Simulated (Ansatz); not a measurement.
**Reading a saddle point**

A first-order saddle point of C2H6N, doublet, PBE0-D4/def2-TZVP, with one imaginary mode of 1596i cm⁻¹:

H1  (-0.763, -0.370, -0.245)
N2  (-1.230, -1.449, 0.134)
C3  (-0.057, 0.732, -0.505)
C4  (1.083, 0.981, 0.097)
H5  (-1.171, -1.338, 1.148)
H6  (-0.461, -2.082, -0.097)
H7  (-0.563, 1.340, -1.248)
H8  (1.653, 1.884, -0.115)
H9  (1.509, 0.303, 0.831)
(Å)

Ansatz 0.2.0; basis: def2-TZVPP and def2-QZVPP; cores frozen in the correlated methods; orbitals are unrestricted. Extrapolation: Hartree–Fock as exp(−7.88 √X), correlation as X^−2.97.

(1) Which contacts change along the imaginary mode, and what lies on either side? (A judgement: the text doesn't fix the answer.)

(2) Which side is lower, and how far does the saddle lie above each? (To be estimated.)

T1 diagnostic: at most 0.034. ⟨S²⟩ of the unrestricted Hartree–Fock references: 0.76 to 0.95 (a pure state has 0.75). The unrestricted reference is spin-contaminated, which hurts MP2 most.

Results:

(1) Computed: The step is C₂H₃ ([CH][CH2]) + NH₃ → C₂H₄ (C=C) + NH₂, with the molecules in contact on both sides. Shortening one way: H1–C3; lengthening the same way: H1–N2.
```csv
pair,one side (Å),saddle (Å),other side (Å)
H1–C3,2.52,1.33,1.09
H1–N2,1.01,1.24,2.54
```

(2) Computed: The side with H1–C3 short is lower by 13.2 kJ/mol; the saddle lies 68.9 kJ/mol above it and 55.7 kJ/mol above the other (CCSD(T) at an estimated basis limit (MP2 extrapolated from triple and quadruple zeta, plus CCSD(T) − MP2 in triple zeta); electronic energies).

Labels in which every atom is bracketed show which atoms are joined, not bond orders.

For scale, one of the runs: CCSD(T)/def2-TZVPP, 177 basis functions, launched by `ansatz run in.yaml --threads 4 --pin off --events-out ev --progress --plain --max-ram 9574MiB`. Time: 38 s of wall clock on 4 CPU threads of an Intel Xeon Platinum 8488C; the host was shared. Peak host memory: 4.3 GiB.
